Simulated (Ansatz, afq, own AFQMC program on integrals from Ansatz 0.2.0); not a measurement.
Integrals from Ansatz 0.2.0, then the random walk in our own AFQMC program (afq).

```yaml
crystal:
  periodic: [false, false, false]
  atoms:
    - {symbol: Si, position_ang: [0.000000, 0.000000, 0.000000]}
    - {symbol: H, position_ang: [1.519134, 1.524273, 1.520874]}
    - {symbol: H, position_ang: [-1.525703, -1.516603, 1.521966]}
    - {symbol: H, position_ang: [-1.517146, 1.518574, -1.528540]}
    - {symbol: H, position_ang: [1.523715, -1.526244, -1.514300]}
basis:
  gaussian: {orbitals: 6-31G}
magnetization: {spin_polarized: true, initial_magnetization: 0}
correlation: {method: ccsd_t, electrons: outside_noble_gas, hamiltonian_folder: ham}
```

```sh
$ ansatz run in.yaml --threads 1 --pin off --events-out ev --progress --plain --max-ram 16896MiB --backend cuda --devices 0, --max-vram 18GiB
```

Options of the walk:

```
--method free --trial cisd --walkers 20 --time-step 0.05 --max-blocks 30 --target-error 0.00136 --factor-cut 1e-05 --seed 9212 --times 0,2,5,8,12 --taylor-order 6
```

Times are imaginary, in 1/Eh. The walk had a cap of 60 s.

```
orbitals 16  electrons 4 4  factors 85 of 268
reference energy -290.82931384 Eh
CCSD correlation -0.08388523 Eh in 25 cycles, weight of the determinant in the CISD state 0.4239
repeat  energy at the last time / Eh  error
    10  -290.917706  0.008786
    20  -290.923402  0.006576
    30  -290.929974  0.005481
time / (1/Eh)  energy / Eh  error  mean overlap
  0.00  -290.914489  0.001113  2.3425
  2.00  -290.918362  0.001207  2.3627
  5.00  -290.916658  0.002349  2.4687
  8.00  -290.915869  0.004285  2.8052
 12.00  -290.929974  0.005481  2.0421
energy -290.929974 +/- 0.005481 Eh
```

The run failed at least one of its tests; the cautions name the faults.

Against this walk (error 149.2 meV) on the same determinant: CCSD(T) 306.6 meV higher, full CI 47.1 meV higher (within the noise). The error is statistical, and a free projection of finite length keeps a remainder of its start. The determinant has ⟨S²⟩ = 2.40, so the low cluster orders mix in higher spin, and so can this walk.

A setting was made bad on purpose (projection too long), so the walk's energy isn't to be trusted.

Cautions: remainder of the start not in the error; start not forgotten; start is not spin pure; error above the target (149.2 against 37.0 meV); an unrestricted solution with more broken spin lies lower (329 meV, ⟨S²⟩ 2.48); strong correlation (T1 0.154, weight of the determinant 0.42, largest double 0.27); (T) is large, 7 % of the CCSD correlation; unrestricted determinant spin contaminated (⟨S²⟩ 2.40 against 0.00); CCSD(T) is in doubt: in a space of 8 electrons in 8 natural orbitals full CI lies 236 meV below it; so few walkers bias the energy; the time-step error isn't removed.

A walk keeps the symmetry of its determinant, which the program's search chose and which needn't be the lowest solution, so a lower state of the same spin and another symmetry isn't excluded.
